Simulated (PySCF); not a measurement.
## Bond length, frequency and bond energy of NaO by level of theory

State: ²Π (doublet), unpaired electrons π ↑. Set-up: basis Na pcseg-1, O pcseg-1; no relativity; PySCF 2.14. De refers to Na + O in their high-spin ground configurations, without counterpoise correction. The functionals are run spin-unrestricted. A positive dipole means Na(−)O(+).

| Level | Re (Å) | ωe (cm⁻¹) | De (eV) | μ (D) |
| --- | --- | --- | --- | --- |
| UHF | 2.054 | 518 | 0.77 | -8.69 |
| UHF-MP2 | 2.074 | 495 | 2.15 | n/a |
| UHF-SCS-MP2 | 2.074 | 495 | 2.11 | n/a |
| UHF-CCSD | 2.073 | 494 | 2.02 | n/a |
| UHF-CCSD(T) | 2.076 | 490 | 2.04 | n/a |
| PBE | 2.079 | 471 | 2.67 | -6.72 |
| r²SCAN | 2.063 | 491 | 2.59 | -7.47 |
| M06-L | 2.054 | 508 | 3.00 | -8.18 |
| r²SCANh | 2.057 | 499 | 2.49 | -7.68 |
| PBE0 | 2.056 | 498 | 2.37 | -7.57 |
| M06-2X | 2.040 | 525 | 2.48 | -8.02 |
| LC-ωPBE | 2.048 | 511 | 2.52 | -8.01 |

(1) Which functional lies closest to UHF-CCSD(T) in De, which farthest, and by how much do they differ from it?

(2) What does a quarter of exact exchange do here, going from PBE to PBE0?

(3) What does the step from GGA to meta-GGA do here, going from PBE to r²SCAN?

Correlated steps freeze 2 core orbitals. Correlated levels converge slowly with the basis: in double zeta they bind strong bonds too weakly, by up to about 1 eV, and carry superposition errors of some tenths. The state is the lowest determinant that a PBE0 search found; another state may lie lower at other levels.

## Answers

(1) Closest is PBE0 (-2.0 pm in Re, +1.6 % in ωe, +0.33 eV in De against UHF-CCSD(T) in the same basis), farthest M06-L (-2.2 pm in Re, +3.7 % in ωe, +0.96 eV in De). CCSD(T) converges more slowly with the basis than the functionals do and binds too weakly in this one, so the order can change at the basis-set limit.

(2) PBE0 less PBE: -2.3 pm in Re, +5.7 % in ωe, -0.30 eV in De. Exact exchange removes part of the self-interaction that spreads semilocal densities, and in most molecules shortens and stiffens the bond and lowers De; so it does here.

(3) r²SCAN less PBE: -1.6 pm in Re, +4.2 % in ωe, -0.08 eV in De.
